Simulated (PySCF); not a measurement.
Dipole moment and polarisability across levels of theory

Species: C₅H₁₀S.
SMILES with atom numbers: `[CH3:1][S:2][C@@H:3]1[CH2:4][C@@H:5]1[CH3:6]` (hydrogens: H7, H8, H9 on C1; H10 on C3; H11, H12 on C4; H13 on C5; H14, H15, H16 on C6)

PySCF, dipoles from the SCF density, polarisabilities from static response with core orbitals frozen. Geometry: PBE0-D3(BJ)/def2-SVP, one conformer, isolated molecule.

Task: Compare the levels for these properties.

Result: 

```tsv
level	μ (D)	α (Å³)	anisotropy (Å³)
LDA/def2-SVPD	1.653	12.51	3.16
PBE/def2-SVPD	1.629	12.35	3.13
B3LYP/def2-SVPD	1.622	12.04	3.00
PBE0/def2-SVPD	1.676	11.91	2.98
BHandHLYP/def2-SVPD	1.669	11.64	2.88
CAM-B3LYP/def2-SVPD	1.651	11.82	2.88
wB97X-D/def2-SVPD	1.705	11.79	2.88
LC-wPBE/def2-SVPD	1.718	11.47	2.76
HF/def2-SVPD	1.769	11.30	2.75
PBE0/6-31G*	1.695	9.94	2.78
PBE0/6-31+G*	1.713	11.18	2.85
PBE0/def2-SVP	1.514	10.12	2.99
PBE0/aug-cc-pVDZ	1.653	12.16	3.06
PBE0/def2-TZVP	1.580	11.55	3.15
```

The anisotropy is √(½[(α1 − α2)² + (α2 − α3)² + (α3 − α1)²]). The dipole runs from 1.51 D (PBE0/def2-SVP) to 1.77 D (HF/def2-SVPD). No reference polarisability is at hand; against PBE0 in the largest diffuse basis at hand (aug-cc-pVDZ) the other PBE0 rows deviate by 6-31G* -18%, 6-31+G* -8%, def2-SVP -17%, def2-SVPD -2%, def2-TZVP -5%. In one basis (def2-SVPD) the functionals order the polarisability from HF (lowest) to LDA (highest), a spread of 11%. With PBE0 the polarisability is 10.54 Å³ without diffuse functions (mean of 6-31G*, def2-SVP and def2-TZVP) and 11.75 Å³ with them (mean of 6-31+G*, def2-SVPD and aug-cc-pVDZ).
